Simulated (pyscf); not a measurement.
Optimised with ωB97X-D3(BJ)/def2-SVP in PySCF. Correlated levels are frozen-core, on RHF or UHF. ΔMP2 is the change of the MP2 total energy from the triple- to the quadruple-zeta basis.

SMILES: FC(F)(Cl)[C]Cl
```xyz
6

F      1.5668    -0.6786    -0.8586
C      0.5044     0.0458    -0.5157
F      0.4954     1.1404    -1.2828
Cl    -0.9879    -0.8898    -0.7729
C      0.4485     0.2319     0.9935
Cl    -0.2898     1.6941     1.3547
```
Charge 0, spin multiplicity 1.

Question: What is the homolytic dissociation enthalpy (298 K, CCSD(T)/def2-TZVPP + ΔMP2(QZVPP)) of the C–Cl bond of F–C(F)(Cl)–C:–Cl [singlet], to F–C(F)=C•–Cl + Cl•?

Answer: C–Cl to F–C(F)=C•–Cl + Cl•: 171.6 kJ/mol. The radicals are drawn with the spin at the cut bond; how far it spreads was not checked. F–C(F)(Cl)–C:–Cl [singlet] lies 214.2 kJ/mol over its isomer F–C(F)=C(Cl)–Cl, and others may lie lower still (electronic energy, ωB97M-D3(BJ)). Other isomers of F–C(F)=C•–Cl were not searched in full and may lie lower. A restricted singlet here is unstable towards spin polarisation, as is usual where a triplet lies low; its energy is less safe. The CCSD(T) − MP2 part came from Ansatz, without density fitting, on the same reference. A UHF reference is spin-contaminated (<S²> up to 0.95), which harms MP2 most. Left out: the spin-orbit lowering of Cl.
